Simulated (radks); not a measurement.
# Cl³⁺ in [Ne] 3s2 3p2: an all-electron calculation

One table from this session's results is given with a row withheld; the runs are named, their logs left out.

Program: radks (a radial shooting solver on a logarithmic mesh, Libxc functionals) version 1. Level of theory: Dirac Kohn-Sham, PBE, spin-unpolarised, spherical densities, finite nucleus; open shells fill j = l - 1/2 first. These are calculated values, not measurements, unless marked.

**The atom as given**

* element: chlorine (Z = 17)
* charge: +3
* electrons: 14
* configuration: [Ne] 3s2 3p2
* nuclear rms radius: 3.3654 fm

The first run:

Settings of this run:

```text
Z 17
configuration [Ne] 3s2 3p2 4s0 3d0 4p0 4f0
relativity Dirac
functional pbe,pbe
spin unpolarised
j_filling energy
nucleus finite rms 3.3654 fm
c 137.035999084
```

The run is started by

```bash
$ python run_ks.py task.json out
```

All runs below come from this command, one after another.

One table of the session follows, with a row left open; its other results are not shown here.

It belongs to the step «Orbitals and density». Radial moments (bohr):

```
level      <r>  outermost maximum (interpolated)  90 % within  nodes
1s1/2  0.09096                            0.0595        0.162      0
2s1/2   0.4432                             0.361        0.693      1
2p1/2   0.4040                             0.300        0.671      0
2p3/2   0.4063                             0.302        0.674      0
3s1/2    1.396                              1.23         2.07      2
3p1/2    1.515                              1.31         2.29      1
3p3/2    1.520                              1.31         2.30      1
3d3/2    1.825                              1.46         2.90      0
3d5/2    1.826                              1.46         2.90      0
4s1/2        ?                                 ?            ?      ?
```

Estimate the missing values for 4s1/2.

As computed: <r>: 3.273; outermost maximum (interpolated): 3.09; 90 % within: 4.67; nodes: 3. In the column «<r>» it is the highest.

Caveats from the session: Spin polarisation and multiplet splitting are left out.
